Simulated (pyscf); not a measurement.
# 1,1-elimination: Cl–In(Cl)–Cl (SMILES [Cl][In]([Cl])[Cl]) → Cl–Cl (SMILES ClCl) + Cl–In (SMILES [Cl][In]) [singlet]

Gas phase, singlet surface, charge 0. Bonds broken: Cl1–In2, In2–Cl3. Bonds formed: Cl1–Cl3. Structures and frequencies: ωB97X-D3(BJ)/def2-SVP in PySCF.

Transition state (Å):

```xyz
4

Cl     0.2216    -0.5666     1.4177
In    -0.9413     0.2968    -0.8026
Cl    -0.3045    -2.3028    -0.1634
Cl    -3.2369     0.4825    -0.1915
```

One imaginary mode, 353i cm⁻¹; descent along it reached the two sides named, in the forms told below.

```csv
bond,change,reactant side (Å),saddle,product side
Cl1–In2,breaks,2.307,2.7,3.4
In2–Cl3,breaks,2.306,2.8,3.4
Cl1–Cl3,forms,4.0,2.406,2.021
```

Electronic energies relative to the reactant's lowest minimum found (kJ/mol):

```json
[
 {"level": "ωB97X-D3(BJ)/def2-TZVP", "barrier": "461.8", "reaction energy": "+333.5", "reverse barrier": "128.3"},
 {"level": "B3LYP-D3(BJ)/def2-TZVP", "barrier": "357.9", "reaction energy": "+271.7", "reverse barrier": "86.2"},
 {"level": "PBE0-D3(BJ)/def2-TZVP", "barrier": "392.7", "reaction energy": "+298.7", "reverse barrier": "94.0"},
 {"level": "M06-2X/def2-TZVP", "barrier": "427.4", "reaction energy": "+315.5", "reverse barrier": "111.9"},
 {"level": "ωB97M-D3(BJ)/def2-TZVP", "barrier": "435.7", "reaction energy": "+294.7", "reverse barrier": "140.9"},
 {"level": "HF/def2-TZVP", "barrier": "561.5", "reaction energy": "+329.5", "reverse barrier": "232.0"}
]
```

With ωB97M-D3(BJ)/def2-TZVP energies and thermal terms (ideal gas, 1 atm, RRHO with modes under 100 cm⁻¹ raised to 100, one conformer, R ln 2 for chiral ones without a mode under 150 cm⁻¹), in kJ/mol:

```tsv
T (K)	ΔH‡	ΔG‡	ΔH	ΔG
298	432.0	428.8	+291.7	+252.2
600	430.1	426.3	+289.5	+213.0
900	427.8	424.8	+287.1	+175.3
1200	425.4	424.2	+284.6	+138.4
```

On the product side the descent ends in a complex, 19.6 kJ/mol under the separated species and 147.9 kJ/mol under the saddle at ωB97X-D3(BJ)/def2-TZVP. The same reactants have a lower exit, to Cl• + [Cl–In–Cl]• (no saddle counted: cutting one bond costs +359.7 kJ/mol at ωB97M-D3(BJ)/def2-TZVP, against +435.7 kJ/mol here). One saddle was located; it need not be the lowest between these sides. A restricted solution here is unstable towards spin polarisation, so biradical character is likely and single-reference numbers are less safe. Elements past Kr carry the def2 core potentials, without spin-orbit coupling.
